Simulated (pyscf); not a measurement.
# Four-centre exchange: HO–Zn–Cl (SMILES [OH][Zn][Cl]) + NH₃ (SMILES N) → H₂O (SMILES O) + H₂N–Zn–Cl (SMILES [NH2][Zn][Cl])

Gas phase, singlet surface, charge 0. Bonds broken: O1–Zn2, N5–H6. Bonds formed: O1–H6, Zn2–N5. Single points on ωB97X-D3(BJ)/def2-SVP structures (PySCF, gas phase).

Transition state (Å):

```xyz
8

O     -1.2899     0.4984     0.8161
Zn    -0.5384    -1.2371     0.1639
Cl    -0.7342    -3.2672     0.7640
H     -2.2029     0.7866     0.9165
N      0.1293     0.1535    -1.0669
H     -0.7026     0.7522    -0.1746
H      1.1123     0.4240    -1.0480
H     -0.1477     0.1187    -2.0475
```

One imaginary mode, 1016i cm⁻¹; descent along it reached the two sides named, in the forms told below.

```
bond    change  reactant side (Å)  saddle  product side
------  ------  -----------------  ------  ------------
O1–Zn2  breaks              1.815   2.001         2.160
N5–H6   breaks              1.025   1.359         1.905
O1–H6    forms              2.360   1.179         0.994
Zn2–N5   forms              2.128   1.973         1.890
```

Electronic energies relative to the separated reactants (kJ/mol):

```
level                   barrier  reaction energy  reverse barrier
----------------------  -------  ---------------  ---------------
ωB97X-D3(BJ)/def2-TZVP    -11.2            +21.3            -32.6
PBE/def2-TZVP             -10.7            +22.9            -33.6
r²SCAN/def2-TZVP          -17.4            +24.3            -41.7
B3LYP-D3(BJ)/def2-TZVP     -6.3            +23.3            -29.6
PBE0-D3(BJ)/def2-TZVP     -17.6            +20.0            -37.6
M06-2X/def2-TZVP          -26.5            +21.7            -48.2
ωB97M-D3(BJ)/def2-TZVP     -7.4            +21.4            -28.8
HF/def2-TZVP               30.5            +27.8              2.7
```

With ωB97M-D3(BJ)/def2-TZVP energies and thermal terms (ideal gas, 1 atm, RRHO with modes under 100 cm⁻¹ raised to 100, one conformer, R ln 2 for chiral ones without a mode under 150 cm⁻¹), in kJ/mol:

```tsv
T (K)	ΔH‡	ΔG‡	ΔH	ΔG
298	-13.5	30.5	+19.6	+18.1
600	-12.2	74.8	+21.0	+16.0
900	-9.1	117.6	+21.7	+13.3
1200	-5.6	159.4	+22.0	+10.4
```

On the reactant side the descent ends in an adduct with a N–Zn contact, 98.6 kJ/mol under the separated species and 87.3 kJ/mol under the saddle at ωB97X-D3(BJ)/def2-TZVP. On the product side the descent ends in an adduct with a O–Zn contact, 54.9 kJ/mol under the separated species and 22.3 kJ/mol under the saddle at ωB97X-D3(BJ)/def2-TZVP. At ωB97X-D3(BJ)/def2-TZVP, PBE, r²SCAN, B3LYP-D3(BJ), PBE0-D3(BJ), M06-2X, ωB97M-D3(BJ) the saddle lies under the separated reactants, which points to a path from their complex (located at ωB97X-D3(BJ) alone). At ωB97X-D3(BJ)/def2-TZVP, PBE, r²SCAN, B3LYP-D3(BJ), PBE0-D3(BJ), M06-2X, ωB97M-D3(BJ) the saddle lies under the separated products, which points to a path from their complex (located at ωB97X-D3(BJ) alone), and parting the products costs more than the saddle. What is counted as formed (N–Zn) is already present as a longer contact in the reactant adduct; forming that adduct is a step of its own. What is counted as broken (O–Zn) persists as a longer contact in the product adduct; parting that adduct is a step of its own. This is the saddle that the search found; another between the same sides may lie lower. Elements up to Kr have no core potential and no relativistic terms here.
